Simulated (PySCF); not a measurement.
## Core-level binding energies of `CCSSC`

Compound: C3H8S2.
Atom-mapped SMILES: `[CH3:1][CH2:2][S:3][S:4][CH3:5]`

Geometry (PBE0-D3(BJ)/def2-SVP, Å), atoms numbered from 1 in this order:
```xyz
13
C3H8S2 angstrom
C     -2.0142   -0.1911   -0.4046
C     -1.0919   -0.0751    0.7893
S      0.0100    1.3796    0.7472
S      1.1636    1.0328   -0.9207
C      2.4980    0.0019   -0.2572
H     -2.6492   -1.0871   -0.3193
H     -1.4292   -0.2744   -1.3333
H     -2.6653    0.6915   -0.4893
H     -1.6544    0.0680    1.7276
H     -0.4764   -0.9792    0.9211
H      2.1172   -0.9599    0.1144
H      3.1862   -0.1883   -1.0951
H      3.0364    0.5292    0.5421
```

The calculation used delta-SCF UKS SCAN, pcX-2 on the ionised atom, pcseg-1 elsewhere, spin-free X2C in PySCF 2.14.0. Vertical ΔSCF values, vacuum level as zero.

**Question.** List the computed XPS lines with their assignment.

**Answer.** 
```json
{"atom(s)": "C1", "environment": "methyl carbon", "level": "C 1s", "binding energy (eV)": "290.71", "above the level's lowest (eV)": "0.00", "count": "1"}
{"atom(s)": "C2", "environment": "sp3 carbon bound to sulfur", "level": "C 1s", "binding energy (eV)": "291.14", "above the level's lowest (eV)": "+0.43", "count": "1"}
{"atom(s)": "C5", "environment": "S-methyl carbon", "level": "C 1s", "binding energy (eV)": "291.17", "above the level's lowest (eV)": "+0.46", "count": "1"}
{"atom(s)": "S3", "environment": "disulfide sulfur", "level": "S 1s", "binding energy (eV)": "2477.13", "above the level's lowest (eV)": "0.00", "count": "1"}
{"atom(s)": "S4", "environment": "disulfide sulfur", "level": "S 1s", "binding energy (eV)": "2477.27", "above the level's lowest (eV)": "+0.14", "count": "1"}
```

Lowest listed C 1s: C1, bonded to C and 3 H. Highest, 0.46 eV above it: C5, bonded to S and 3 H. The widest gap between neighbouring values is 0.43 eV, between 290.71 and 291.14 eV. Summing the Pauling electronegativity differences to the bonded atoms, each weighted by its formal bond order, gives -1.05 for the lowest site and -1.02 for the highest; the largest sum, -0.67, belongs to C2, 0.03 eV below the top. The values 291.14 and 291.17 eV lie too close for their order to be trusted.

The 2 S 1s values lie within 0.14 eV of each other; Gaussian lines of 0.5 eV full width would blend them into one maximum.

**Question.** Which photon energy gives electrons from C 1s of C2 a kinetic energy of 50 eV, and what is their de Broglie wavelength?

**Answer.** hν = 291.14 + 50 = 341.14 eV, recoil neglected; λ = 12.264 Å/√(E/eV) = 1.73 Å.

Not every level is listed. Geometry: PBE0-D3(BJ)/def2-SVP, one conformer, isolated molecule.
